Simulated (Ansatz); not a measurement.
NaF2. Charge 0, multiplicity 2. Geometry r2SCAN-D4/def2-TZVPD, that of the charge -1 singlet; atoms count from 1.

```xyz
3

Na    0.0000    0.0000   -0.0001
F    -1.5919    1.2591   -0.2511
F     1.5918   -1.2591    0.2512
```

The structure comes from a short search, and lower isomers may exist.

Question: Estimate the Mulliken populations from the PBE0/def2-TZVPD orbitals of Ansatz.

Answer: 
```csv
atom,charge (e),spin (α − β)
Na1,1.01,-0.01
F2,-0.50,0.50
F3,-0.50,0.50
```
Mulliken values and Mayer orders depend strongly on the basis. With diffuse functions, as here, like atoms can get unlike values, and bond orders can come out too low or too high.

Question: Where does the spin sit?

Answer: Summed by element: Na -0.01, F 1.01, of 1 unpaired in all. Largest on single atoms: F3 0.50, F2 0.50, Na1 -0.01.
